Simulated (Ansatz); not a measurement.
Geometry optimisation, RKS PBE0-D4/def2-SVP (Ansatz).

Input:

```yaml
crystal:
  periodic: [false, false, false]
  atoms:
    - { symbol: Al, position_ang: [0.1297, 0.235587, 0.12863] }
    - { symbol: C, position_ang: [-0.002491, 0.116992, 2.090184] }
    - { symbol: H, position_ang: [-0.947144, -0.330452, 2.443547] }
    - { symbol: H, position_ang: [0.845212, -0.430034, 2.537005] }
    - { symbol: H, position_ang: [0.035182, 1.130582, 2.531] }
    - { symbol: H, position_ang: [1.547497, 0.455816, -0.559414] }
    - { symbol: H, position_ang: [-1.200114, 0.29018, -0.747746] }
    - { symbol: S, position_ang: [-0.125401, -3.137348, 0.797544] }
    - { symbol: H, position_ang: [-1.42758, -3.052496, 0.451805] }
    - { symbol: H, position_ang: [-0.24796, -2.167028, 1.771845] }
basis:
  gaussian: { orbitals: def2-SVP }
hamiltonian:
  xc: pbe0
  dispersion: d4
relax:
  f_tol: 0.03
  max_steps: 50
```

Launched with:

```bash
$ ansatz run input.yaml --threads 2 --pin off --max-ram 3072MiB --backend cpu --events-out ev --progress --plain --runs-dir out
```

Task: Where does it end, and by what steps?

Result: The forces met the threshold. The force dipped under the threshold on the way, but the program's further checks kept it going. After 20 steps the energy has fallen by 0.434 eV; H10 moved furthest, 1.19 Å. Joined: Al1–S8 (3.45 → 2.59 Å).

```csv
step,energy less start (eV),largest force component (eV/Å),accepted
0,0.0000,0.725,yes
1,-0.1107,0.797,yes
2,-0.2134,0.890,yes
3,-0.3337,0.873,yes
4,-0.3817,0.334,yes
5,-0.4034,0.202,yes
6,-0.4083,0.190,yes
7,-0.4130,0.054,yes
8,-0.4140,0.039,yes
9,-0.4025,0.716,no
10,-0.4168,0.047,yes
11,-0.4189,0.255,yes
12,-0.4219,0.154,yes
13,-0.4280,0.030,yes
14,-0.4282,0.316,yes
15,-0.4304,0.181,yes
16,-0.4333,0.017,yes
17,-0.4338,0.058,yes
18,-0.4341,0.081,yes
19,-0.4343,0.035,yes
20,-0.4344,0.009,yes
```

```xyz
10
Properties=species:S:1:pos:R:3
Al 0.089 -0.082 0.243
C -0.132 0.272 2.172
H -1.134 0.004 2.549
H 0.616 -0.250 2.793
H -0.004 1.351 2.373
H 1.570 -0.166 -0.363
H -1.122 0.256 -0.749
S -0.310 -2.637 0.211
H -1.439 -2.665 0.954
H 0.472 -2.971 1.261
```

Whether the end is a true minimum wasn't checked by a vibrational analysis.

Run time: 38 s on 2 threads of Arm Neoverse V1, on a shared host, peak memory 0.16 GiB.
